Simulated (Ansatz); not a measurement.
System: rock-salt HfN. Method: LDA+SOC (plane waves, PAW; Ansatz, a quantum-chemistry and plane-wave program).

Settings: plane-wave cutoff 520 eV, 16×16×16 k mesh, Fermi–Dirac smearing 0.1 eV, perturbation theory, PAW data made under PBE.

Computed at the level's own relaxed cell.

```yaml
crystal:
  lattice:
    - [0.00000, 2.23288, 2.23288]
    - [2.23288, 0.00000, 2.23288]
    - [2.23288, 2.23288, 0.00000]
  atoms:
    - { symbol: Hf, position: [0.00000, 0.00000, 0.00000] }
    - { symbol: N, position: [0.50000, 0.50000, 0.50000] }
```

Harmonic phonon frequencies (cm⁻¹; i marks an imaginary mode):

```csv
q point,frequencies
Γ,0 0 0 515 515 515
X,…
U,…
L,124 124 158 532 546 546
W,126 163 163 499 499 537
```

Question: Fill in the missing entries.

Answer: 
- X, frequencies: 150 150 172 500 523 523
- U, frequencies: 140 157 168 492 530 547

No imaginary mode appears at these points.
